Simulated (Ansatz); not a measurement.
Born–Oppenheimer molecular dynamics of AlClH3N (6 atoms, charge 0, multiplicity 1). It starts from a relaxed structure.

Level of theory: RKS PBE-D4/def2-SVP in Ansatz.

- ensemble: NVE (Milne-controlled integrator)
- time step: 0.5 fs
- steps asked: 166
- starting velocities drawn for: 1000 K
- masses: H 3.016 u
- seed: 411941

First frame:

```xyz
6
Properties=species:S:1:pos:R:3
Al 0.001 0.012 0.040
N -0.024 -0.002 1.815
H -0.864 -0.064 2.394
H 0.809 0.052 2.406
H 1.361 0.112 -0.766
Cl -1.864 -0.111 -0.963
```

How far do the bonds stretch over the last three quarters of this one trajectory? (Pairs bonded in most of those frames.)


```tsv
bond	mean (Å)	spread (Å)	shortest	longest
Al1–N2	1.773	0.028	1.72	1.81
Al1–H5	1.585	0.017	1.56	1.61
Al1–Cl6	2.129	0.043	2.07	2.19
N2–H3	1.029	0.030	0.98	1.07
N2–H4	1.023	0.021	0.98	1.05
```

Mean temperature of the second half: 420 K. The conserved energy stayed within 0.0064 meV per atom of its start (net change -0.0033 meV per atom), so the integration is sound. A run of 0.083 ps of so small a system gives no equilibrium averages.

The run took 5.1 min on 1 thread of Intel(R) Xeon(R) Platinum 8259CL CPU @ 2.50GHz (Skylake/Cascade Lake), with other jobs on the host, peak memory 0.13 GiB.
